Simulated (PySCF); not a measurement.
**Bond length, frequency and bond energy of AlB by level of theory**

State: ³Σ⁻ (triplet), unpaired electrons π ↑↑. Set-up: Al def2-TZVPP, B def2-TZVPP; no relativity (PySCF 2.14). De refers to Al + B in their high-spin ground configurations, without counterpoise correction. The functionals are run spin-unrestricted. A positive dipole means Al(−)B(+). Levels whose curve was spin-contaminated or gave no clean fit are not listed.

```csv
Level,Re (Å),ωe (cm⁻¹),De (eV),μ (D)
ROHF,2.082,563,0.88,-1.54
ROHF-MP2,2.045,609,1.75,n/a
ROHF-SCS-MP2,2.045,607,1.48,n/a
ROHF-CCSD,2.049,601,1.62,n/a
ROHF-CCSD(T),2.045,606,1.84,n/a
PBE,2.043,602,2.39,-1.75
PW91,2.040,603,2.40,-1.75
B97-3,2.039,599,1.96,-1.78
MN15,2.053,549,2.14,-1.75
```

Question: Which functional lies closest to ROHF-CCSD(T) in De, which farthest, and by how much do they differ from it?

Answer: Closest is B97-3 (-0.6 pm in Re, -1.2 % in ωe, +0.12 eV in De against ROHF-CCSD(T) in the same basis), farthest PW91 (-0.5 pm in Re, -0.5 % in ωe, +0.56 eV in De). CCSD(T) converges more slowly with the basis than the functionals do and binds too weakly in this one, so the order can change at the basis-set limit.

Question: What does second-order correlation do here, going from ROHF to ROHF-MP2?

Answer: ROHF-MP2 less ROHF: -3.7 pm in Re, +8.2 % in ωe, +0.87 eV in De. Correlation nearly always deepens the well. The bond shortens, as in weak, metallic or heavy-atom bonds, where dispersion and the correlation of outer-core electrons pull the atoms together.

Question: What does the triples do here, going from ROHF-CCSD to ROHF-CCSD(T)?

Answer: ROHF-CCSD(T) less ROHF-CCSD: -0.4 pm in Re, +0.8 % in ωe, +0.22 eV in De. Correlation nearly always deepens the well. The bond shortens, as in weak, metallic or heavy-atom bonds, where dispersion and the correlation of outer-core electrons pull the atoms together.

Correlated steps freeze 6 core orbitals. The CCSD T1 diagnostic is raised, a sign that a single reference may not be enough here. UHF is strongly spin-contaminated for AlB, so the ROHF reference used there is far from stable. The state was picked by a PBE0 search and need not be the measured ground state.
